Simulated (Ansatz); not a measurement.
**Correlation methods on C₂H, doublet**

Computed with Ansatz's Gaussian-basis code (development build); BCCD by scripts on PySCF. Settings: STO-3G; 2 core orbitals frozen; no relativity. Perturbation and coupled-cluster methods stand on the Hartree–Fock determinant that coupled cluster favours; RHF here means ROHF, with semicanonical perturbation theory. The state met can differ between shapes. The basis is small, far from the limit. The unrestricted determinant is a mixture of spins, so it may stand for another state.

Shape A. A bond is stretched, to 1.54 times the sum of the covalent radii.

```xyz
3

C     0.0000    0.0000    0.0000
H     0.0000    0.0000   -1.6438
C     0.0000    0.0000    1.2170
```

Shape B. A bond is stretched, to 2.16 times the sum of the covalent radii.

```xyz
3

C     0.0000    0.0000    0.0000
H     0.0000    0.0000   -1.0470
C     0.0000    0.0000    3.2859
```

Shape C:

```xyz
3

C     0.0000    0.0000    0.0000
H     0.0000    0.0000   -1.0470
C     0.0000    0.0000    1.0953
```

Correlation energy of CCSD(T), then each method's total less that of CCSD(T), in eV:

```csv
case,E corr CCSD(T),CCSD,BCCD,BCCD(T),determinant
A RHF,-5.568,+0.054,+0.057,-0.001,–
B UHF,-1.042,0.000,0.000,0.000,⟨S²⟩ = 2.749
C RHF,-3.705,+0.014,+0.014,0.000,–
```

(1) How far does full CI lie from CCSD(T) in each case, and where is CCSD(T) within 1 kcal/mol (0.043 eV)?

## Answers

(1) A RHF: -0.050 eV (outside); B UHF: -0.008 eV (within, spin-contaminated determinant); C RHF: -0.032 eV (within).

Several Brueckner solutions were met.
